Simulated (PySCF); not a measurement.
PySCF input (PBE/jun-cc-pV(T+d)Z):

```python
import numpy as np, basis_set_exchange as bse
from pyscf import gto, scf, dft, df, tdscf

basis = {'H': gto.basis.parse(bse.get_basis('jun-cc-pV(T+d)Z', elements=['H'], fmt='nwchem')), 'O': gto.basis.parse(bse.get_basis('jun-cc-pV(T+d)Z', elements=['O'], fmt='nwchem'))}
mol = gto.M(
    atom='''
    O     0.00702152    0.00134342    0.11666744
    H    -0.04995842    0.75929218   -0.47415850
    H    -0.00621371   -0.77003954   -0.45918106
    ''',
    basis=basis,
    charge=0,
    verbose=4,
    max_memory=2160,
)
mf = dft.RKS(mol, xc='pbe')
mf.grids.level = 3
mf = mf.density_fit(auxbasis=df.autoaux(mol))
mf.conv_tol = 1e-9
mf.max_cycle = 100
print('smallest overlap eigenvalue', np.linalg.eigvalsh(mol.intor('int1e_ovlp'))[0])
mf.kernel()
dip = mf.dip_moment()
td = tdscf.TDA(mf)
td.nstates = 4
td.kernel()
td.analyze()
osc = td.oscillator_strength()
```

Output:

```
PySCF version 2.14.0

[INPUT] verbose = 4
[INPUT] num. atoms = 3
[INPUT] num. electrons = 10
[INPUT] charge = 0
[INPUT] spin (= nelec alpha-beta = 2S) = 0
[INPUT] symmetry False subgroup None
[INPUT] Mole.unit = angstrom
[INPUT] Symbol           X                Y                Z      unit          X                Y                Z       unit  Magmom
[INPUT]  1 O      0.007021520000   0.001343420000   0.116667440000 AA    0.013268749778   0.002538695870   0.220469509254 Bohr   0.0
[INPUT]  2 H     -0.049958420000   0.759292180000  -0.474158500000 AA   -0.094407731416   1.434854268724  -0.896029704635 Bohr   0.0
[INPUT]  3 H     -0.006213710000  -0.770039540000  -0.459181060000 AA   -0.011742210117  -1.455163835686  -0.867726444987 Bohr   0.0

nuclear repulsion = 9.14066426299023
number of shells = 13
number of NR pGTOs = 83
number of NR cGTOs = 67
basis = {'H': [[0, [33.87, 0.006068, 0.0, 0.0], [5.095, 0.045308, 0.0, 0.0], [1.159, 0.202822, 0.0, 0.0], [0.3258, 0.0, 1.0, 0.0], [0.1027, 0.0, 0.0, 1.0]], [1, [1.407, 1.0, 0.0], [0.388, 0.0, 1.0]], [2, [1.057, 1.0]]], 'O': [[0, [15330.0, 0.000508, 0.0, -0.000115, 0.0], [2299.0, 0.003929, 0.0, -0.000895, 0.0], [522.4, 0.020243, 0.0, -0.004636, 0.0], [147.3, 0.079181, 0.0, -0.018724, 0.0], [47.55, 0.230687, 0.0, -0.058463, 0.0], [16.76, 0.433118, 0.0, -0.136463, 0.0], [6.207, 0.35026, 0.0, -0.17574, 0.0], [1.752, 0.0, 1.0, 0.0, 0.0], [0.6882, -0.008154, 0.0, 0.603418, 0.0], [0.2384, 0.0, 0.0, 0.0, 1.0]], [0, [0.07376, 1.0]], [1, [34.46, 0.015928, 0.0, 0.0], [7.749, 0.09974, 0.0, 0.0], [2.28, 0.310492, 0.0, 0.0], [0.7156, 0.0, 1.0, 0.0], [0.214, 0.0, 0.0, 1.0]], [1, [0.05974, 1.0]], [2, [2.314, 1.0, 0.0], [0.645, 0.0, 1.0]], [2, [0.214, 1.0]], [3, [1.428, 1.0]]]}
ecp = {}
ETB for O: l = 0, exps = 0.11948 * 1.8^n , n = 0..15
ETB for O: l = 1, exps = 0.11948 * 1.8^n , n = 0..13
ETB for O: l = 2, exps = 0.11948 * 1.8^n , n = 0..12
ETB for O: l = 3, exps = 0.27374 * 2.2^n , n = 0..6
ETB for O: l = 4, exps = 0.428 * 2.2^n , n = 0..4
ETB for H: l = 0, exps = 0.2054 * 1.8^n , n = 0..10
ETB for H: l = 1, exps = 0.4907 * 2^n , n = 0..3
ETB for H: l = 2, exps = 0.776 * 2.2^n , n = 0..2
ETB for H: l = 3, exps = 1.4449999999999998 * 2.2^n , n = 0..1
smallest overlap eigenvalue 0.000826756866017542

******** <class 'pyscf.df.df_jk.DFRKS'> ********
method = DFRKS
initial guess = minao
damping factor = 0
level_shift factor = 0
DIIS = <class 'pyscf.scf.diis.CDIIS'>
diis_start_cycle = 1
diis_space = 8
diis_damp = 0
SCF conv_tol = 1e-09
SCF conv_tol_grad = None
SCF max_cycles = 100
direct_scf = False
XC library pyscf.dft.libxc version 7.1.2
    S. Lehtola, C. Steigemann, M. J. T. Oliveira, and M. A. L. Marques,  SoftwareX 7, 1–5 (2018)
XC functionals = pbe
    J. P. Perdew, K. Burke, and M. Ernzerhof,  Phys. Rev. Lett. 77, 3865 (1996)
    J. P. Perdew, K. Burke, and M. Ernzerhof,  Phys. Rev. Lett. 78, 1396 (1997)
    J. P. Perdew, K. Burke, and M. Ernzerhof,  Phys. Rev. Lett. 77, 3865 (1996)
    J. P. Perdew, K. Burke, and M. Ernzerhof,  Phys. Rev. Lett. 78, 1396 (1997)
radial grids:
    Treutler-Ahlrichs [JCP 102, 346 (1995); DOI:10.1063/1.469408] (M4) radial grids

becke partition: Becke, JCP 88, 2547 (1988); DOI:10.1063/1.454033
pruning grids: <function nwchem_prune>
grids dens level: 3
symmetrized grids: False
atomic radii adjust function: <function treutler_atomic_radii_adjust>
small_rho_cutoff = 0
Set gradient conv threshold to 3.16228e-05
Initial guess from minao.
tot grids = 33704
init E= -76.3260130872706
  HOMO = -0.401558117559347  LUMO = -0.0233684463253301  gap/eV = 10.29107
cycle= 1 E= -76.2708940526908  delta_E= 0.0551  |g|= 0.785  |ddm|= 0.862
  HOMO = -0.085106526870657  LUMO = 0.0353423416860412  gap/eV = 3.27758
cycle= 2 E= -75.7876121589372  delta_E= 0.483  |g|= 1.73  |ddm|= 1.14
  HOMO = -0.287714245181354  LUMO = -0.0122021910034427  gap/eV = 7.49706
cycle= 3 E= -76.3789363826936  delta_E= -0.591  |g|= 0.0657  |ddm|= 0.856
  HOMO = -0.26349966911782  LUMO = -0.00325138499471933  gap/eV = 7.08172
cycle= 4 E= -76.3799266967758  delta_E= -0.00099  |g|= 0.0135  |ddm|= 0.0449
  HOMO = -0.264881087786355  LUMO = -0.00461828877290671  gap/eV = 7.08211
cycle= 5 E= -76.3799555051664  delta_E= -2.88e-05  |g|= 0.00313  |ddm|= 0.00568
  HOMO = -0.265389208581476  LUMO = -0.00478078893189959  gap/eV = 7.09152
cycle= 6 E= -76.3799574034431  delta_E= -1.9e-06  |g|= 0.000118  |ddm|= 0.00146
  HOMO = -0.265416211214269  LUMO = -0.00479247349197287  gap/eV = 7.09193
cycle= 7 E= -76.3799574057652  delta_E= -2.32e-09  |g|= 5.03e-06  |ddm|= 4.95e-05
  HOMO = -0.265416705805391  LUMO = -0.00479312933148712  gap/eV = 7.09193
cycle= 8 E= -76.3799574057686  delta_E= -3.47e-12  |g|= 1.13e-06  |ddm|= 4.73e-06
  HOMO = -0.265417080358869  LUMO = -0.00479313558609107  gap/eV = 7.09194
Extra cycle  E= -76.379957405768  delta_E= 6.68e-13  |g|= 2.27e-06  |ddm|= 1.5e-06
converged SCF energy = -76.379957405768
Dipole moment(X, Y, Z, Debye): -0.11033, -0.02111, -1.83324

******** <class 'pyscf.tdscf.rks.TDA'> for <class 'pyscf.df.df_jk.DFRKS'> ********
nstates = 4 singlet
deg_eia_thresh = 1.000e-03
wfnsym = None
conv_tol = 1e-05
eigh lindep = 1e-12
eigh level_shift = 0
eigh max_cycle = 100
chkfile = tmpgni7lvhz

Excitation energies (eV)
[7.31538323 8.83027729 9.42304878 9.66325216]

** Singlet excitation energies and oscillator strengths **
Excited State   1:      7.31538 eV    169.48 nm  f=0.0686
       5 -> 6        -0.70587
Excited State   2:      8.83028 eV    140.41 nm  f=0.0000
       5 -> 7        -0.70640
Excited State   3:      9.42305 eV    131.58 nm  f=0.0994
       4 -> 6        -0.66007
       5 -> 9        -0.24930
Excited State   4:      9.66325 eV    128.30 nm  f=0.0090
       5 -> 8         0.70607

** Transition electric dipole moments (AU) **
state          X           Y           Z        Dip. S.      Osc.
  1        -0.6172     -0.0173      0.0373      0.3827      0.0686
  2        -0.0000     -0.0000     -0.0000      0.0000      0.0000
  3        -0.0394     -0.0075     -0.6549      0.4305      0.0994
  4         0.1948      0.0055     -0.0118      0.0381      0.0090

** Transition velocity dipole moments (imaginary part, AU) **
state          X           Y           Z        Dip. S.      Osc.
  1        -0.1828     -0.0051      0.0111      0.0336      0.0833
  2        -0.0000     -0.0000     -0.0000      0.0000      0.0000
  3        -0.0114     -0.0022     -0.1887      0.0358      0.0688
  4         0.0730      0.0020     -0.0044      0.0054      0.0101

** Transition magnetic dipole moments (imaginary part, AU) **
state          X           Y           Z
  1         0.0023     -0.0796      0.0008
  2        -0.0016     -0.0003     -0.0266
  3         0.0000     -0.0000      0.0000
  4        -0.0019      0.0653     -0.0006
```
